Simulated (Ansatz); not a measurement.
## [GeH₃···H···N], quartet: reading a ladder of total energies

Geometry: a point of a hydrogen-transfer path between rigid fragments, not a stationary point.

```xyz
6

Ge   -0.5073    0.0000    0.0000
H    -1.0187    1.4466    0.0000
H    -1.0187   -0.7233    1.2528
H    -1.0187   -0.7233   -1.2528
H     1.3217    0.0000    0.0000
N     2.7557    0.0000    0.0000
```

Basis cc-pVDZ; Ansatz 0.2.0. Only valence electrons are correlated (noble-gas cores and the filled d shells of p-block atoms frozen), which leaves 13 electrons in 46 orbitals. R marks a restricted (for open shells ROHF) determinant, U an unrestricted one. No spin–orbit coupling is included, and no scalar relativity.

Full CI isn't at hand for all of this; UCCSDT(Q) serves as the reference, and is uncertain by about the last step of the cluster series.

Runs differ by some tens of microhartree through their thresholds and, for an open shell, their frozen cores, so steps under 0.03 kcal/mol mean nothing.

```tsv
level	total energy (hartree)
UHF	-2131.983685
UMP2	-2132.179358
UCCSD	-2132.227675
UCCSD(T)	-2132.232387
UCCSDT	-2132.233507
UCCSDT(Q)	-2132.233728
```

Question: What is the correlation energy at UCCSDT(Q), and what share of it do UMP2 and UCCSDT recover?

Answer: E(corr) = -2132.233728 − (-2131.983685) = -0.250043 hartree = -6.804 eV. UMP2: -0.195673 / -0.250043 = 78.26 %. UCCSDT: -0.249822 / -0.250043 = 99.91 %.

Question: By how many kcal/mol does UCCSD(T) miss UCCSDT(Q) (1 hartree = 627.509 kcal/mol), and which steps make up the rest?

Answer: -2132.232387 − (-2132.233728) = 0.001341 hartree = 0.84 kcal/mol. Steps: UCCSDT − UCCSD(T) = -0.70, UCCSDT(Q) − UCCSDT = -0.14 kcal/mol. Differences between like states or geometries often cancel part of this.
